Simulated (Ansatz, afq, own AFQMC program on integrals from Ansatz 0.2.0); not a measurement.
## WHCl2, sextet: AFQMC among the cluster methods

```yaml
atoms:
  - { symbol: W, position_ang: [0.0000, -0.2634, 0.0000] }
  - { symbol: Cl, position_ang: [0.0000, 0.7110, -2.0304] }
  - { symbol: Cl, position_ang: [0.0000, 0.7110, 2.0304] }
  - { symbol: H, position_ang: [0.0000, -1.9793, 0.0000] }
```

Connectivity, by distances: Cl–WH–Cl.

Basis def2-SVP with its core potentials. Only valence electrons are correlated. Ansatz 0.2.0 and our own AFQMC program on the same integrals; the CISD trial comes from CCSD amplitudes, and released means the phaseless constraint is let go. Error bars are statistical, one sigma. No spin–orbit coupling. The metal's outer-core s and p shells are frozen, which shifts wave-function levels against functionals.

Determinant: UHF, the one that the program's search chose, which needn't be the lowest solution. The geometry is a PBE0/def2-TZVP stationary point of this or a neighbouring charge and spin state.

No full CI on the walks' own integrals is used here; CCSDT(Q) serves as the reference and is uncertain by about the last step of the cluster series.

Cautions: no spin-orbit coupling; outer-core shells of the metal frozen; another spin lies lower (by 4.25 eV); the ph-AFQMC/HF walk drifts between its halves (2.6 errors).

```
T1 diagnostic                               : 0.0323
weight of the determinant in the CISD state : 0.821
⟨S²⟩ of the determinant                     : 8.768
size of the correlated space                : 21 electrons in 59 orbitals
```

Q: Estimate: order these by the size of their error in total energy against CCSDT(Q), smallest first.
A. CCSDT
B. MP2
C. phaseless AFQMC with the Hartree–Fock trial
D. CCSD

A: A (2.8 kJ/mol), C (13.1 ± 2.7 kJ/mol), D (35.5 kJ/mol), B (118.5 kJ/mol).

Reference: CCSDT(Q), correlation energy -10.898 eV.

A walk keeps the symmetry of its determinant, which the program's search chose and which needn't be the lowest solution, so a lower state of the same spin and another symmetry isn't excluded.
